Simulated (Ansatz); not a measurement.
A single point on `C=CN=O`.

```yaml
crystal:
  periodic: [false, false, false]
  atoms:
    - {symbol: C, position_ang: [0.081785, 0.997129, -0.386725]}
    - {symbol: C, position_ang: [-0.095350, -0.104052, 0.334886]}
    - {symbol: N, position_ang: [0.136740, -1.343938, -0.316911]}
    - {symbol: O, position_ang: [-0.039741, -2.304672, 0.387041]}
    - {symbol: H, position_ang: [-0.071844, 1.985744, 0.026468]}
    - {symbol: H, position_ang: [0.390032, 0.909003, -1.422694]}
    - {symbol: H, position_ang: [-0.401633, -0.139212, 1.377934]}
basis:
  gaussian: {orbitals: def2-QZVPP}
correlation: {method: mp2}
```

```sh
$ ansatz run in.yaml --threads 4 --pin off --events-out ev --progress --plain --max-ram 10444MiB
```

Shortened log:

```
Functional definition: HF
1946 factors; integrals over basis functions are off by at most 8.8e-4 eV
mean field evaluation 1: about -5624.1410 eV, gradient 3.1e1 eV
mean field evaluation 2: about -5624.1431 eV, gradient 3.1e1 eV
mean field evaluation 4: about -5626.4555 eV, gradient 5.6e0 eV
mean field evaluation 8: about -5626.5464 eV, gradient 4.5e-1 eV
mean field evaluation 16: about -5626.4050 eV, gradient 5.8e0 eV
mean field -5626.54825825 eV, -206.7718346795 hartree, gradient 2.4e-6 eV, S^2 0.000000; 1 other end points of the search recorded, 0 dependent functions left out; unrestricted orbitals would lower it
4 core orbitals not correlated: weight in the atoms' cores, before any rotation towards them, 1.000 or more for the frozen orbitals, at most 0.000 for the correlated occupied ones
reference -5626.54825825 eV, -206.7718346795 hartree; 11, 11 occupied and 303, 303 virtual orbitals, 1946 factors
second order -21.66617006 eV of doubles, -0.00000000 eV of singles
Total energy: -5648.21442831 eV, -207.5680517433 hartree
```

Run time 6.5 s (4 threads of an Intel Xeon Platinum 8375C on a shared host); peak host memory 1.1 GiB.
